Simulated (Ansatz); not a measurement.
**SiPO (quartet): wave-function methods side by side, def2-QZVPP**

An exercise on one series of results from a longer session: the logs are not shown, and one member is left open.

Program: Ansatz 0.2.0, Gaussian basis. Level of theory: def2-QZVPP, core rule «outside noble gas», up to 11 orbitals frozen. These are calculated values, not measurements.

The runs, in order: UHF; ROHF; CCSD(T) on UHF.

2 further runs of the same task are left out: 2 set aside as unsound or not needed. Runs told in other sessions of the task aren't counted.

**What is computed**

The geometry is a PBE0/def2-TZVP stationary point (not a proven minimum) of the parent state, kept for this charge and spin.

3 atoms, charge 0, spin multiplicity 4.

Atoms are counted from 1 here; the program's logs count them from 0.

Bond lengths: P1–O2 1.620 Å, O2–Si3 1.627 Å. Angles: P1–O2–Si3 180.0°.

Geometry (Å):

```xyz
3
charge 0, multiplicity 4
P     0.0000    0.0000   -1.6221
O     0.0000    0.0000   -0.0026
Si    0.0000    0.0000    1.6247
```

The first run:

Contents of in.yaml:

```yaml
crystal:
  periodic: [false, false, false]
  atoms:
    - {symbol: P, position_ang: [0.000000, 0.000000, -1.622100]}
    - {symbol: O, position_ang: [0.000000, 0.000000, -0.002600]}
    - {symbol: Si, position_ang: [0.000000, 0.000000, 1.624700]}
basis:
  gaussian: {orbitals: "def2-QZVPP.json"}
magnetization: {spin_polarized: true, initial_magnetization: 3}
hamiltonian: {xc: hf}
output: {orbitals: {seedname: orbitals}}
```

On the command line:

```
ansatz run in.yaml --threads 1 --pin off --events-out ev --progress --plain --max-ram 2393MiB
```

Steps of the session up to this table: UHF; ROHF; CCSD(T) on UHF.

One table of the session follows, with a row left open; its other results are not shown here.

It belongs to the step «Misses and costs». 

```
  method  from UCCSD(T) (meV)
    ROHF             +13345.6
     UHF             +13002.0
    UMP2                    ?
   UCCSD               +584.8
UCCSD(T)                    0
```

Estimate the missing values for UMP2.

As computed: from UCCSD(T) (meV): +1253.3. In the column «from UCCSD(T) (meV)» it lies between UCCSD (+584.8) and UHF (+13002.0).
